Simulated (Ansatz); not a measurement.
# BH2 (doublet): the correlation ladder at angle H2–B1–H3 = 122.5°, aug-cc-pVDZ

Aim: climb from Hartree-Fock through coupled cluster and multireference methods for BH2 (doublet) at one geometry and basis, and see what each rung misses.

Computed with Ansatz 0.2.0, Gaussian basis. Level: aug-cc-pVDZ, core rule «outside noble gas», up to 1 orbitals frozen.

The runs, in order: UHF; CCSD(T) on ROHF; CCSD(T) on UHF; BCCD(T) on ROHF; CISD; CCSDT(Q) on ROHF; CCSDT(Q) on UHF; CASSCF and MRCISD+Q, 3 electrons in 3 orbitals; CASSCF and NEVPT2, 3 electrons in 3 orbitals; CASSCF and MRCISD+Q, 5 electrons in 6 orbitals; CASSCF and MRCISD+Q(relaxed), 5 electrons in 6 orbitals; CASSCF and NEVPT2, 5 electrons in 6 orbitals; Full CI.

13 further runs of the same task are left out: 1 for a mislabelled method, 8 that didn't finish, 4 set aside as unsound or not needed.

## Step 1: The geometry

The geometry derives from a PBE0/def2-TZVP stationary point (not a proven minimum). One angle is set to the value named; bond lengths are kept.

3 atoms, charge 0, spin multiplicity 2.

Atoms are counted from 1 here; the program's logs count them from 0.

Bond lengths: B1–H2 1.191 Å, B1–H3 1.191 Å. Angles: H2–B1–H3 122.5°.

Coordinates:

| atom | x (Å) | y (Å) | z (Å) |
| --- | --- | --- | --- |
| B1 | 0.00000 | -0.09005 | 0.00000 |
| H2 | 0.00000 | 0.48293 | -1.04441 |
| H3 | 0.00000 | 0.48293 | 1.04441 |

## Step 2: UHF

Contents of in.yaml:

```yaml
crystal:
  periodic: [false, false, false]
  atoms:
    - {symbol: B, position_ang: [0.000000, -0.090050, 0.000000]}
    - {symbol: H, position_ang: [0.000000, 0.482933, -1.044410]}
    - {symbol: H, position_ang: [0.000000, 0.482933, 1.044410]}
basis:
  gaussian: {orbitals: aug-cc-pVDZ}
magnetization: {spin_polarized: true, initial_magnetization: 1}
hamiltonian: {xc: hf}
output: {orbitals: {seedname: orbitals}}
```

Run with:

```
$ ansatz run in.yaml --threads 1 --pin off --events-out ev --progress --plain --max-ram 2393MiB
```

The runs that follow: CCSD(T) on ROHF; CCSD(T) on UHF; BCCD(T) on ROHF; CISD; CCSDT(Q) on ROHF; CCSDT(Q) on UHF; CASSCF and MRCISD+Q, 3 electrons in 3 orbitals; CASSCF and NEVPT2, 3 electrons in 3 orbitals; CASSCF and MRCISD+Q, 5 electrons in 6 orbitals; CASSCF and MRCISD+Q(relaxed), 5 electrons in 6 orbitals; CASSCF and NEVPT2, 5 electrons in 6 orbitals; Full CI.

**Question.** What will the summary of the whole plan be? Wanted: FCI below the RHF energy; RMP2 from FCI; UMP2 from FCI; RCCSD from FCI; RCCSD(T) from FCI; UCCSD(T) from FCI; RCCSDT(Q) from FCI; UCCSDT(Q) from FCI; NEVPT2 pair from FCI.

The runs gave:

| quantity | value |
| --- | --- |
| FCI below the RHF energy | -2.4967 eV |
| RMP2 from FCI | +599.0 meV |
| UMP2 from FCI | +594.8 meV |
| RCCSD from FCI | +49.7 meV |
| RCCSD(T) from FCI | +12.1 meV |
| UCCSD(T) from FCI | +11.9 meV |
| RCCSDT(Q) from FCI | +0.1 meV |
| UCCSDT(Q) from FCI | -0.1 meV |
| NEVPT2 pair from FCI | +617.5 meV |
| MRCISD+Q pair from FCI | -11.4 meV |
| NEVPT2 valence from FCI | +454.6 meV |
| levels within 1 kcal/mol (43 meV) | RCCSD(T), UCCSD(T), BCCD(T), RCCSDT, UCCSDT, RCCSDT(Q), UCCSDT(Q), MRCISD+Q pair, MRCISD+Q valence, MRCISD+Q(relaxed) valence |
| T1 diagnostic | 0.015 |
| effectively unpaired electrons | 1.02 |

What this shows: RCCSD(T) misses by +12.1 meV, 0.5 % of the correlation energy. MRCISD+Q pair, MRCISD+Q(relaxed) valence fall below full CI: the +Q correction isn't variational, and the cores differ from full CI's. One determinant dominates. Of the multireference levels listed MRCISD+Q valence comes nearest in total energy (+0.3 meV), which doesn't show that its space is the better one. These misses are within one basis, not against nature; the frozen cores of restricted and unrestricted runs differ, which can shift their rows.
